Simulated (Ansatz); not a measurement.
The input, for Ansatz 0.2.0:

```yaml
crystal:
  periodic: [false, false, false]
  atoms:
    - {symbol: Li, position_ang: [-0.199684, 0.000000, 0.000000]}
    - {symbol: H, position_ang: [0.687543, 0.000000, -1.488337]}
    - {symbol: H, position_ang: [0.687543, 0.000000, 1.488337]}
basis:
  gaussian: {orbitals: def2-mTZVP}
total_charge: -1
magnetization: {spin_polarized: true, initial_magnetization: 0}
hamiltonian: {pseudopotentials: {relativity: none}}
correlation: {method: ccsdt_q, electrons: outside_noble_gas}
scf: {omitted_lower_state_checks: [cluster_reference]}
```

```sh
$ ansatz run in.yaml --threads 1 --pin off --events-out ev --progress --plain --max-ram 2393MiB
```

Question: Roughly how long does this take on 1 thread of Intel Xeon, shared host, and how much host memory?

Answer: 0.84 s wall and 0.09 GiB.

```
these checks for a lower state are left out or cut short: cluster_reference
243 factors; integrals over basis functions are off by at most 1.8e-7 eV
mean field evaluation 1: about -231.9520 eV, gradient 3.0e0 eV
mean field evaluation 2: about -231.9546 eV, gradient 3.1e0 eV
mean field evaluation 4: about -232.0901 eV, gradient 1.3e-1 eV
mean field evaluation 8: about -232.0906 eV, gradient 3.4e-5 eV
mean field -232.09058865 eV, -8.5291718163 hartree, gradient 1.3e-6 eV, S^2 0.000000; 0 other end points of the search recorded, 0 dependent functions left out
1 core orbitals not correlated: weight in the atoms' cores, before any rotation towards them, 1.000 or more for the frozen orbitals, at most 0.000 for the correlated occupied ones
reference -232.09058865 eV, -8.5291718163 hartree; 2, 2 occupied and 11, 11 virtual orbitals, 243 factors
second order -0.69315766 eV of doubles, -0.00000000 eV of singles
cycle   1  -0.89873178 eV  change   -2.1e-1 eV  update   4.9e-2
cycle   2  -1.04513228 eV  change   -1.5e-1 eV  update   2.6e-2
cycle   3  -1.05418425 eV  change   -9.1e-3 eV  update   9.0e-3
cycle   4  -1.05465344 eV  change   -4.7e-4 eV  update   2.4e-3
cycle   5  -1.05457893 eV  change    7.5e-5 eV  update   7.1e-4
cycle   6  -1.05446109 eV  change    1.2e-4 eV  update   2.1e-4
cycle   7  -1.05457018 eV  change   -1.1e-4 eV  update   7.5e-5
cycle   8  -1.05456985 eV  change    3.3e-7 eV  update   2.2e-5
cycle   9  -1.05456719 eV  change    2.7e-6 eV  update   9.3e-6
cycle  10  -1.05456997 eV  change   -2.8e-6 eV  update   2.7e-6
cycle  11  -1.05456993 eV  change    3.9e-8 eV  update   9.1e-7
cycle  12  -1.05456959 eV  change    3.4e-7 eV  update   3.1e-7
cycle  13  -1.05456933 eV  change    2.6e-7 eV  update   1.0e-7
perturbative correction -0.00009019 eV, -0.0000033144 hartree
Total energy: -233.14524817 eV, -8.5679298387 hartree
Checks for a lower state left out: cluster_reference
```
